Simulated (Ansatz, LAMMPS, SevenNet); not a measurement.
# Wurtzite ZnO: properties by level of theory

Reference values: lattice constant a 3.248 Å (measured, 4 K, zero-point motion not removed; as tabulated in arXiv:1206.3780); lattice parameter c 5.204 Å (measured, 4 K, zero-point motion not removed; as tabulated in arXiv:1206.3780).

```csv
level (code),lattice constant a (Å),lattice parameter c (Å)
"ionic model lewis1985b (shell model, LAMMPS)",3.230,5.077
"ionic model pedone2006 (rigid ions, LAMMPS)",3.246,5.097
SevenNet-0,3.289,5.300
LDA (Ansatz),3.187,5.152
PBE-D4 (Ansatz),3.252,5.251
B3LYP (VWN-RPA form) (Ansatz),3.275,5.282
```

Differences from the reference values (errors of the level alone only where the reference is corrected to a static lattice):

```
level                   lattice constant a (%)  lattice parameter c (%)
----------------------  ----------------------  -----------------------
ionic model lewis1985b                   -0.55                    -2.44
ionic model pedone2006                   -0.06                    -2.06
SevenNet-0                               +1.26                    +1.84
LDA                                      -1.88                    -1.00
PBE-D4                                   +0.12                    +0.90
B3LYP (VWN-RPA form)                     +0.83                    +1.50
```

Nearest: lattice constant a, not ranked (one source); lattice parameter c, not ranked (one source).

Empirical potentials (ionic model lewis1985b, ionic model pedone2006) are fitted to chosen data: where that held the value shown, agreement is built in, and what lay outside the fit can be far off. Machine-learned potentials (SevenNet-0) are trained on DFT data: a solid inside that data is no test of them.

Ansatz's density-functional and Hartree–Fock values are scalar-relativistic unless marked +SOC, with PAW data made under PBE.

Differences are worked out from the printed values.

Computed values are for the static lattice.

Ansatz is a program for electronic structure.
